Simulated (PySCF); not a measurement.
**Adding and removing an electron: C₂**

PBE0; PySCF, no relativity, basis sets C aug-cc-pVDZ. Neutral (UKS): triplet (σ ↑, π ↑), Re = 1.314 Å, ωe = 1709 cm⁻¹, De = 6.16 eV, HOMO -8.89 eV, LUMO -5.69 eV.

C₂⁻ (UKS): doublet (σ ↑), Re = 1.273 Å, ωe = 1853 cm⁻¹, De = 7.98 eV to C + C⁻. The energies at the minima are -75.82785 hartree for C2 and -75.94688 for C₂⁻.

Q: Work out the adiabatic electron affinity, without and with harmonic zero-point energies (1 hartree = 27.2114 eV, 1 eV = 8065.5 cm⁻¹), and the change of the bond length.

A: At PBE0: 0.11903 hartree = 3.239 eV between the minima; the zero-point term (1709.0 − 1853.0)/2 cm⁻¹ = -0.009 eV makes it 3.230 eV. Re changes by -4.1 pm against the neutral. The electron enters a π orbital; the charge polarises the partner, so the anion is bound more strongly.

States were picked by a PBE0 search and need not be the measured ground states.
